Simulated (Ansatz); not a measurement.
# BFH3N: up Jacob's ladder to CCSD(T)

One table from this session's results is given with a row withheld; the runs are named, their logs left out.

The runs use Ansatz 0.2.0, Gaussian basis; functionals in def2-TZVPP, the program's frozen cores in correlated methods.

Plan: LDA (SPW92), PBE-D4, revPBE-D4, BLYP-D4, r2SCAN-D4, B97M-V, PBE0-D4, B3LYP-D4, r2SCANh-D4, r2SCAN0-D4, HSE06-D4, BHLYP-D4, CAM-B3LYP-D4, LC-ωPBE, ωB97X-V, ωB97M-V, B2PLYP, PBE-QIDH; CCSD(T)/def2-SVP; CCSD(T)/def2-TZVPP; CCSD(T)/def2-QZVPP; extrapolation to the limit; RPA on PBE.

**The geometry**

All runs share one geometry, relaxed beforehand with PBE0-D4 in a triple-zeta def2 set.

SMILES `NBF`, 6 atoms, charge 0, spin multiplicity 1.

Atoms are counted from 1 here; the program's logs count them from 0.

Bond lengths: N1–B2 1.389 Å, N1–H4 1.004 Å, N1–H5 1.006 Å, B2–F3 1.338 Å, B2–H6 1.196 Å. Angles: B2–N1–H4 122.4°, B2–N1–H5 122.9°, H4–N1–H5 114.6°, N1–B2–F3 119.2°, N1–B2–H6 121.8°, F3–B2–H6 119.0°.

Geometry (Å):

```
N    -0.4264    0.1011   -0.5821
B     0.4157   -0.1517    0.4938
F     0.4467    0.7104    1.5159
H    -0.4878   -0.5133   -1.3734
H    -1.0220    0.9107   -0.6322
H     1.1157   -1.1212    0.5318
```

The first run:

Contents of in.yaml:

```yaml
crystal:
  periodic: [false, false, false]
  atoms:
    - {symbol: N, position_ang: [-0.426397, 0.101058, -0.582094]}
    - {symbol: B, position_ang: [0.415738, -0.151693, 0.493775]}
    - {symbol: F, position_ang: [0.446710, 0.710446, 1.515916]}
    - {symbol: H, position_ang: [-0.487796, -0.513325, -1.373424]}
    - {symbol: H, position_ang: [-1.022001, 0.910675, -0.632165]}
    - {symbol: H, position_ang: [1.115748, -1.121159, 0.531792]}
basis:
  gaussian: {orbitals: def2-TZVPP}
hamiltonian: {xc: lda}
output: {orbitals: {seedname: orbitals}}
```

Among the steps run: LDA; PBE-D4 (GGA); revPBE-D4 (GGA); BLYP-D4 (GGA); r2SCAN-D4 (meta-GGA); B97M-V (meta-GGA); PBE0-D4 (hybrid); B3LYP-D4 (hybrid); r2SCANh-D4 (hybrid); r2SCAN0-D4 (hybrid); HSE06-D4 (hybrid); BHLYP-D4 (hybrid); CAM-B3LYP-D4 (range-separated); LC-ωPBE-D4 (range-separated; the results give it without D4); ωB97X-V (range-separated); ωB97M-V (range-separated); B2PLYP (double hybrid); PBE-QIDH (double hybrid).

One of the session's tables, all rows but one given; the rest of the session is left out.

It belongs to the step «Orbital energies across the functionals». 

| functional | HOMO (eV) | LUMO (eV) | gap (eV) |
| --- | --- | --- | --- |
| LDA (SPW92) | -7.32 | -0.33 | 6.98 |
| PBE-D4 | -7.11 | -0.07 | 7.05 |
| revPBE-D4 | -7.04 | 0.04 | 7.08 |
| BLYP-D4 | -6.99 | 0.02 | 7.01 |
| r2SCAN-D4 | -7.41 | 0.37 | 7.78 |
| B97M-V | -7.48 | 0.27 | 7.76 |
| PBE0-D4 | -8.58 | 0.92 | 9.50 |
| B3LYP-D4 | -8.32 | 0.62 | 8.94 |
| r2SCANh-D4 | ? | ? | ? |
| r2SCAN0-D4 | -8.79 | 1.20 | 9.99 |
| HSE06-D4 | -8.17 | 0.54 | 8.71 |
| BHLYP-D4 | -9.94 | 1.52 | 11.46 |
| CAM-B3LYP-D4 | -10.05 | 1.68 | 11.73 |
| LC-ωPBE | -11.49 | 2.98 | 14.47 |
| ωB97X-V | -11.08 | 2.81 | 13.88 |
| ωB97M-V | -10.99 | 2.27 | 13.25 |

**Question.** Estimate the row for r2SCANh-D4.

Worked estimate for «HOMO (eV)». Against the share of exact exchange, r2SCAN-D4 (0, -7.41), r2SCAN0-D4 (0.25, -8.79) give a slope of -5.52 per unit share; at 0.1 the line stands at -7.96.

The run gave: HOMO (eV): -7.96; LUMO (eV): 0.71; gap (eV): 8.67. In «HOMO (eV)» the line misses by 0.00.
